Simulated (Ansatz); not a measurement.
## Ansatz (development build ahead of 0.2.0) run

```yaml
crystal:
  periodic: [false, false, false]
  atoms:
    - { symbol: C, position_ang: [0.0, 0.0, 0.0] }
    - { symbol: C, position_ang: [0.7381, 0.0, 1.0943] }
    - { symbol: C, position_ang: [-0.7381, 0.0, 1.0943] }
basis:
  gaussian: { orbitals: pcseg-2 }
total_charge: 1
magnetization:
  initial_magnetization: 1
hamiltonian:
  xc: hf
```

The input is written out in the form of the current development build from the run's settings.

The run gave:

```yaml
Converged: yes
Total_energy: -112.95192 hartree
Spin_squared_of_the_determinant: 0.750
Stability_test: minimum among restricted orbitals
```

Caution: an unrestricted determinant lies well below.
